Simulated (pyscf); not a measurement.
PySCF, gas phase, ωB97X-D3(BJ)/def2-SVP geometries.

### Question
What is the homolytic dissociation enthalpy (298 K, ωB97M-D3(BJ)/def2-TZVP) of the Bi–C bond of H₃C–Bi(CH₃)–CH₃, to CH₃• + H₃C–Bi•–CH₃?

### Answer
Bi–C to CH₃• + H₃C–Bi•–CH₃: 51.8 kcal/mol. The 7 functionals that were run give +46.6 (M06-2X) to +56.7 kcal/mol (ωB97X-D3(BJ)/def2-TZVP). Other isomers of H₃C–Bi•–CH₃ were not searched in full and may lie lower. Elements past Kr carry the def2 core potentials, without spin-orbit coupling.
